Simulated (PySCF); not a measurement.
These 6 structures share the formula C4H2FN. The calculation used PBE0-D3(BJ)/def2-SVP geometry optimisation, gas phase (PySCF 2.14.0). One conformer each; no zero-point energy, no entropy. No frequencies were run at this level. Point groups hold within 0.08 Å.

**Question.** Rank from lowest to highest electronic energy at this level (kJ/mol).
A. `FCC#CC#N`
B. `N#C[C@@H]1C=C1F`
C. `C1(C#N)=C(F)C1`
D. `C#C[C@@H](F)C#N`
E. `N#CC1=C[C@H]1F`
F. `N#CC1(F)C=C1`

**Answer.** A (0.0), E (21.5), F (33.3), D (48.9), C (50.0), B (56.9).

As drawn, the lowest has a C≡C bond, which the highest lacks; the highest has a three-membered ring and a C=C bond outside aromatic rings, which the lowest lacks. Neighbours under 10 kJ/mol apart (C#C[C@@H](F)C#N and N#CC1=C(F)C1; N#CC1=C(F)C1 and N#C[C@@H]1C=C1F) can change places with a better method, another conformer or zero-point energy.

```json
{"SMILES": "N#CC#CCF", "E (Eh)": "-307.54868", "E rel (kJ/mol)": "0.0", "dipole (D)": "3.89", "point group": "Cs", "A, B, C (MHz)": "29210, 1286, 1241"}
{"SMILES": "N#CC1=C[C@H]1F", "E (Eh)": "-307.54048", "E rel (kJ/mol)": "21.5", "dipole (D)": "3.54", "point group": "C1", "A, B, C (MHz)": "10041, 2237, 1929"}
{"SMILES": "N#CC1(F)C=C1", "E (Eh)": "-307.53598", "E rel (kJ/mol)": "33.3", "dipole (D)": "4.33", "point group": "Cs", "A, B, C (MHz)": "6698, 3296, 2552"}
{"SMILES": "C#C[C@@H](F)C#N", "E (Eh)": "-307.53006", "E rel (kJ/mol)": "48.9", "dipole (D)": "3.38", "point group": "C1", "A, B, C (MHz)": "5797, 2864, 2014"}
{"SMILES": "N#CC1=C(F)C1", "E (Eh)": "-307.52965", "E rel (kJ/mol)": "50.0", "dipole (D)": "3.50", "point group": "Cs", "A, B, C (MHz)": "9652, 2179, 1800"}
{"SMILES": "N#C[C@@H]1C=C1F", "E (Eh)": "-307.52700", "E rel (kJ/mol)": "56.9", "dipole (D)": "3.88", "point group": "C1", "A, B, C (MHz)": "8893, 2367, 2029"}
```

**Question.** As an exercise, what shares would exp(−E/RT) give at 500 K from these electronic energies alone (no entropy, no degeneracies)?

**Answer.** RT = 4.157 kJ/mol: N#CC#CCF 99.4 %, N#CC1=C[C@H]1F 0.6 %, N#CC1(F)C=C1 under 0.1 %, C#C[C@@H](F)C#N under 0.1 %, N#CC1=C(F)C1 under 0.1 %, N#C[C@@H]1C=C1F under 0.1 %.
